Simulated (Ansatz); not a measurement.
`[SH][Mg][Cl]` + H₂ → `[MgH][SH]` + HCl  (hydrogenolysis of a Mg–Cl bond)

Computed with Ansatz on PBE0-D4/def2-TZVP structures; ΔE is electronic, products minus reactants. CCSD(T)/CBS adds triple-zeta CCSD(T) − MP2 to the extrapolated MP2 energy (def2 sets, frozen cores). This one scheme is used for every species. Functionals use def2-TZVPP. B3LYP here is the variant with VWN-RPA as its local correlation; programs differ in this. For Mg outer-core shells are correlated without core-valence functions, which leaves a few kJ/mol of doubt a bond. Each species was taken in one conformer, which may not be the lowest.

```json
{"level": "B3LYP-D4", "ΔE (kJ/mol)": "176.6"}
{"level": "PBE0", "ΔE (kJ/mol)": "173.1"}
```

(1) What does CCSD(T)/CBS give? (Estimate.)

(2) What do rigid-rotor, harmonic-oscillator terms from PBE0-D4/def2-TZVP frequencies (298.15 K, 1 bar) make of the CCSD(T)/CBS value? (Best estimate.)

Largest T1 diagnostic among the species: 0.008.

Results:

(1) Ansatz gave: +182.9 kJ/mol. The listed levels differ from it by -6.3, -9.8 kJ/mol.

(2) The calculation gave: ΔZPE = +0.9 kJ/mol, ΔH = +181.5 kJ/mol, ΔS = 18 J/(mol·K), ΔG = +176.0 kJ/mol.

Leaving LDA and LC-ωPBE aside and taking each functional with its dispersion term where it has one, the values, not all of them listed here, spread over 24.5 kJ/mol, from B97M-V to r2SCAN-D4. LDA lies −7.8 kJ/mol from PBE without D4. From BLYP to BHLYP (50 % exact exchange), in def2-TZVPP and without D4, ΔE moves by +5.0 kJ/mol. At CCSD(T), def2-SVP lies −4.0 kJ/mol from the extrapolated value and def2-TZVPP −9.7 kJ/mol.
